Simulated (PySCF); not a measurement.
PySCF input (HF/def2-TZVPD):

```python
from pyscf import gto, scf, dft

mol = gto.M(
    atom='''
    O     0.48055385    1.23179566    0.07123776
    C     0.08562762    0.07027235   -0.02389028
    N     1.00626554   -0.92842649    0.11309204
    C    -1.36042777   -0.31419675   -0.10205132
    H    -1.96283413    0.55313497   -0.36202520
    H    -1.50169577   -1.10859351   -0.83655991
    H    -1.68137161   -0.70252237    0.86657569
    H     1.90641279   -0.63385265   -0.27388722
    ''',
    basis='def2-tzvpd',
    charge=0,
    spin=1,
    verbose=4,
)

mf = scf.UHF(mol).density_fit(auxbasis='def2-universal-jkfit')
mf.conv_tol = 1e-9
mf.max_cycle = 100
mf.max_memory = 1500
mf.kernel()
if not mf.converged:
    mf = mf.newton()
    mf.kernel(mf.make_rdm1())
for _ in range(2):
    mo, _, stable, _ = mf.stability(return_status=True)
    if stable:
        break
    mf.kernel(mf.make_rdm1(mo, mf.mo_occ))
mf.analyze()
```

Output:

```
PySCF version 2.14.0

[INPUT] verbose = 4
[INPUT] num. atoms = 8
[INPUT] num. electrons = 31
[INPUT] charge = 0
[INPUT] spin (= nelec alpha-beta = 2S) = 1
[INPUT] symmetry False subgroup None
[INPUT] Mole.unit = angstrom
[INPUT] Symbol           X                Y                Z      unit          X                Y                Z       unit  Magmom
[INPUT]  1 O      0.480553850000   1.231795660000   0.071237760000 AA    0.908115164605   2.327756438828   0.134619856127 Bohr   0.0
[INPUT]  2 C      0.085627620000   0.070272350000  -0.023890280000 AA    0.161812750498   0.132795495630  -0.045146086239 Bohr   0.0
[INPUT]  3 N      1.006265540000  -0.928426490000   0.113092040000 AA    1.901566279188  -1.754471792891   0.213712982468 Bohr   0.0
[INPUT]  4 C     -1.360427770000  -0.314196750000  -0.102051320000 AA   -2.570835897553  -0.593745806728  -0.192849045450 Bohr   0.0
[INPUT]  5 H     -1.962834130000   0.553134970000  -0.362025200000 AA   -3.709218933649   1.045273603220  -0.684128478191 Bohr   0.0
[INPUT]  6 H     -1.501695770000  -1.108593510000  -0.836559910000 AA   -2.837793727718  -2.094938117370  -1.580869116691 Bohr   0.0
[INPUT]  7 H     -1.681371610000  -0.702522370000   0.866575690000 AA   -3.177331856519  -1.327574875680   1.637590720306 Bohr   0.0
[INPUT]  8 H      1.906412790000  -0.633852650000  -0.273887220000 AA    3.602598053468  -1.197807911830  -0.517571834818 Bohr   0.0

nuclear repulsion = 113.24659128146
number of shells = 73
number of NR pGTOs = 255
number of NR cGTOs = 187
basis = def2-tzvpd
ecp = {}

******** <class 'pyscf.df.df_jk.DFUHF'> ********
method = DFUHF
initial guess = minao
damping factor = 0
level_shift factor = 0
DIIS = <class 'pyscf.scf.diis.CDIIS'>
diis_start_cycle = 1
diis_space = 8
diis_damp = 0
SCF conv_tol = 1e-09
SCF conv_tol_grad = None
SCF max_cycles = 100
direct_scf = False
number electrons alpha = 16  beta = 15
Set gradient conv threshold to 3.16228e-05
******** <class 'pyscf.df.df.DF'> ********
auxbasis = def2-universal-jkfit
init E= -207.890701778329
  alpha nocc = 16  HOMO = -0.258643502834698  LUMO = 0.0531550041747644
  beta  nocc = 15  HOMO = -0.311401061196481  LUMO = -0.258643502834705

WARN: HOMO -0.258643502834698 >= LUMO -0.258643502834705

cycle= 1 E= -207.260780955289  delta_E= 0.63  |g|= 0.556  |ddm|= 1.47
  alpha nocc = 16  HOMO = -0.348889146724638  LUMO = 0.0576352599877232
  beta  nocc = 15  HOMO = -0.342787852863005  LUMO = -0.038934147334416
  HOMO = -0.342787852863  LUMO = -0.0389341473344  gap/eV = 8.26828
cycle= 2 E= -207.330827379237  delta_E= -0.07  |g|= 0.481  |ddm|= 0.66
  alpha nocc = 16  HOMO = -0.452509923320804  LUMO = 0.0662303939471087
  beta  nocc = 15  HOMO = -0.432505531284619  LUMO = 0.00711905402562962
  HOMO = -0.432505531285  LUMO = 0.00711905402563  gap/eV = 11.96279
cycle= 3 E= -207.414751096911  delta_E= -0.0839  |g|= 0.0646  |ddm|= 0.263
  alpha nocc = 16  HOMO = -0.44070943578232  LUMO = 0.0685329468099383
  beta  nocc = 15  HOMO = -0.422742480888282  LUMO = 0.0346060884544386
[...]
  beta  nocc = 15  HOMO = -0.436400186037243  LUMO = 0.0468553702411469
  HOMO = -0.436400186037  LUMO = 0.0468553702411  gap/eV = 13.15005
Extra cycle  E= -207.423418598203  delta_E= -8.12e-11  |g|= 5.23e-06  |ddm|= 9.27e-06
converged SCF energy = -207.423418598203  <S^2> = 0.88202405  2S+1 = 2.1279324
uhf_internal: lowest eigs of H = [0.08200573 0.14921137 0.22962452]
<class 'pyscf.df.df_jk.DFUHF'> wavefunction is stable in the internal stability analysis
**** SCF Summaries ****
Total Energy =                        -207.423418598202858
Nuclear Repulsion Energy =             113.246591281460411
One-electron Energy =                 -506.467005029614256
Two-electron Energy =                  185.796995149950988
Two-electron Coulomb Energy =          212.465785531738931
DFT Exchange-Correlation Energy =      -26.668790381787943
HOMO-LUMO gap [eV] =                    13.150053488201092
**** MO energy ****
                             alpha | beta                alpha | beta
MO #1   energy= -20.5850907433866  | -20.5642376164608  occ= 1 | 1
MO #2   energy= -15.6146320357916  | -15.5856161118049  occ= 1 | 1
MO #3   energy= -11.3468309058011  | -11.3572434834023  occ= 1 | 1
MO #4   energy= -11.2435496202336  | -11.2426646379193  occ= 1 | 1
MO #5   energy= -1.43649917998608  | -1.39096691955548  occ= 1 | 1
MO #6   energy= -1.22944611117648  | -1.13399526006274  occ= 1 | 1
MO #7   energy= -1.01572332207412  | -1.00837894621491  occ= 1 | 1
MO #8   energy= -0.784647473237889 | -0.771897315723646 occ= 1 | 1
MO #9   energy= -0.69781151896882  | -0.678860646850346 occ= 1 | 1
MO #10  energy= -0.670005587514407 | -0.64263267488478  occ= 1 | 1
MO #11  energy= -0.64165723851913  | -0.616332340105458 occ= 1 | 1
MO #12  energy= -0.573663975480217 | -0.568831154906793 occ= 1 | 1
MO #13  energy= -0.562937246896755 | -0.522385423420388 occ= 1 | 1
MO #14  energy= -0.526840931681751 | -0.447677535713237 occ= 1 | 1
MO #15  energy= -0.51212623516716  | -0.436400186037243 occ= 1 | 1
MO #16  energy= -0.463435643350465 | 0.0468553702411469 occ= 1 | 0
MO #17  energy= 0.0669091929256069 | 0.0678239298225343 occ= 0 | 0
MO #18  energy= 0.0897266950603601 | 0.0909926528973591 occ= 0 | 0
MO #19  energy= 0.11093790867068   | 0.108945005840511  occ= 0 | 0
MO #20  energy= 0.117610159514748  | 0.117039532113498  occ= 0 | 0
MO #21  energy= 0.132444955510622  | 0.135909793040366  occ= 0 | 0
MO #22  energy= 0.146321180954453  | 0.14837170239796   occ= 0 | 0
MO #23  energy= 0.149824295087532  | 0.157658988844423  occ= 0 | 0
MO #24  energy= 0.162890890609662  | 0.170718617312729  occ= 0 | 0
MO #25  energy= 0.180462409634924  | 0.187544741582727  occ= 0 | 0
MO #26  energy= 0.202315126963788  | 0.207123485740237  occ= 0 | 0
MO #27  energy= 0.217974117724861  | 0.224578515735249  occ= 0 | 0
MO #28  energy= 0.229193622395743  | 0.2316985878551    occ= 0 | 0
MO #29  energy= 0.236520919465291  | 0.237472476623205  occ= 0 | 0
MO #30  energy= 0.246028028357186  | 0.270713188379549  occ= 0 | 0
MO #31  energy= 0.271108731185731  | 0.274587472452224  occ= 0 | 0
MO #32  energy= 0.288155892956662  | 0.288394951877286  occ= 0 | 0
MO #33  energy= 0.304261238771196  | 0.303802607050079  occ= 0 | 0
MO #34  energy= 0.308825586778619  | 0.312554640966909  occ= 0 | 0
MO #35  energy= 0.334960024703901  | 0.335656520172809  occ= 0 | 0
MO #36  energy= 0.349406833691699  | 0.350229355525961  occ= 0 | 0
MO #37  energy= 0.359697399463712  | 0.36485052513298   occ= 0 | 0
MO #38  energy= 0.363150882369815  | 0.366950059144032  occ= 0 | 0
MO #39  energy= 0.369720186937217  | 0.371163712923953  occ= 0 | 0
MO #40  energy= 0.382523583388648  | 0.382111503052591  occ= 0 | 0
MO #41  energy= 0.388328407835484  | 0.393232892369229  occ= 0 | 0
MO #42  energy= 0.394192549240495  | 0.401759212975488  occ= 0 | 0
MO #43  energy= 0.40940459888732   | 0.410619377794832  occ= 0 | 0
MO #44  energy= 0.429272499735081  | 0.43382418618566   occ= 0 | 0
MO #45  energy= 0.440293664322757  | 0.437462445205396  occ= 0 | 0
MO #46  energy= 0.457582473232588  | 0.460306915919742  occ= 0 | 0
MO #47  energy= 0.468125275940755  | 0.472038158497836  occ= 0 | 0
MO #48  energy= 0.474144683551449  | 0.475833281733859  occ= 0 | 0
MO #49  energy= 0.487020660611344  | 0.489610023337071  occ= 0 | 0
MO #50  energy= 0.493308094524538  | 0.49745698268975   occ= 0 | 0
MO #51  energy= 0.500127067020103  | 0.50240752287843   occ= 0 | 0
MO #52  energy= 0.512596305200562  | 0.515241869121095  occ= 0 | 0
MO #53  energy= 0.513791503297752  | 0.517566276138128  occ= 0 | 0
MO #54  energy= 0.545075627747081  | 0.544830847780243  occ= 0 | 0
MO #55  energy= 0.565037057967459  | 0.567827199788606  occ= 0 | 0
MO #56  energy= 0.613240587104644  | 0.619061994088122  occ= 0 | 0
MO #57  energy= 0.620390933963156  | 0.623488005444319  occ= 0 | 0
MO #58  energy= 0.632527039015924  | 0.634120334678921  occ= 0 | 0
MO #59  energy= 0.634714116691659  | 0.640151600847027  occ= 0 | 0
MO #60  energy= 0.646878482053442  | 0.657971910363974  occ= 0 | 0
MO #61  energy= 0.678717390620788  | 0.680468980606828  occ= 0 | 0
MO #62  energy= 0.686597013437629  | 0.689267303651317  occ= 0 | 0
MO #63  energy= 0.706093488456844  | 0.704695238903785  occ= 0 | 0
MO #64  energy= 0.712803999422304  | 0.716109202467616  occ= 0 | 0
MO #65  energy= 0.722788646846732  | 0.723972848261482  occ= 0 | 0
MO #66  energy= 0.754522293880088  | 0.752899969238881  occ= 0 | 0
MO #67  energy= 0.765860658131629  | 0.768632294741094  occ= 0 | 0
MO #68  energy= 0.787398465980385  | 0.787926378525525  occ= 0 | 0
MO #69  energy= 0.816005111553617  | 0.81940000579462   occ= 0 | 0
MO #70  energy= 0.831130653077411  | 0.844102564399968  occ= 0 | 0
MO #71  energy= 0.846671020639697  | 0.852905196110314  occ= 0 | 0
MO #72  energy= 0.860661505739618  | 0.865671479015425  occ= 0 | 0
MO #73  energy= 0.877177595197403  | 0.88626874874473   occ= 0 | 0
MO #74  energy= 0.890266724070908  | 0.90266840977071   occ= 0 | 0
MO #75  energy= 0.926912130990068  | 0.940169555325605  occ= 0 | 0
MO #76  energy= 0.94197359675543   | 0.951163992409674  occ= 0 | 0
MO #77  energy= 0.960864771557253  | 0.976749203377985  occ= 0 | 0
MO #78  energy= 0.993152688647633  | 1.0015719754198    occ= 0 | 0
MO #79  energy= 1.02787249734127   | 1.03167368433675   occ= 0 | 0
MO #80  energy= 1.04643932086139   | 1.0591754209554    occ= 0 | 0
MO #81  energy= 1.07762133634589   | 1.09150779031321   occ= 0 | 0
MO #82  energy= 1.09593103829107   | 1.10595924765465   occ= 0 | 0
MO #83  energy= 1.1250783942441    | 1.13468751529755   occ= 0 | 0
MO #84  energy= 1.19134471484124   | 1.19293325977533   occ= 0 | 0
MO #85  energy= 1.24228347267244   | 1.24974842167614   occ= 0 | 0
MO #86  energy= 1.28756577963255   | 1.2984407430462    occ= 0 | 0
MO #87  energy= 1.32638642626595   | 1.33274000552988   occ= 0 | 0
MO #88  energy= 1.3581742814965    | 1.36004081708509   occ= 0 | 0
MO #89  energy= 1.40270971658897   | 1.40707332297561   occ= 0 | 0
MO #90  energy= 1.41381122450147   | 1.42327779957488   occ= 0 | 0
MO #91  energy= 1.47395700025844   | 1.48729891973392   occ= 0 | 0
MO #92  energy= 1.54835670335348   | 1.56703557728128   occ= 0 | 0
MO #93  energy= 1.58069055316442   | 1.58581943664796   occ= 0 | 0
MO #94  energy= 1.67777333816634   | 1.70397911487768   occ= 0 | 0
MO #95  energy= 1.72472171536888   | 1.74232004438274   occ= 0 | 0
MO #96  energy= 1.7896803226466    | 1.81136702210419   occ= 0 | 0
MO #97  energy= 1.86283177827876   | 1.86254399158165   occ= 0 | 0
MO #98  energy= 1.88038974069569   | 1.89120794702804   occ= 0 | 0
MO #99  energy= 1.93801520576553   | 1.9499349059409    occ= 0 | 0
MO #100 energy= 1.99631037730016   | 1.98487083050326   occ= 0 | 0
MO #101 energy= 2.00951339138842   | 2.01112380450079   occ= 0 | 0
MO #102 energy= 2.04905587980295   | 2.05438611053159   occ= 0 | 0
MO #103 energy= 2.0614617087319    | 2.06599627414036   occ= 0 | 0
MO #104 energy= 2.07582384001333   | 2.08148398343201   occ= 0 | 0
[...]
```

It need not be the lowest isomer of its formula.

The determinant is spin-contaminated: <S^2> is 0.88 against 0.75 for a pure state.
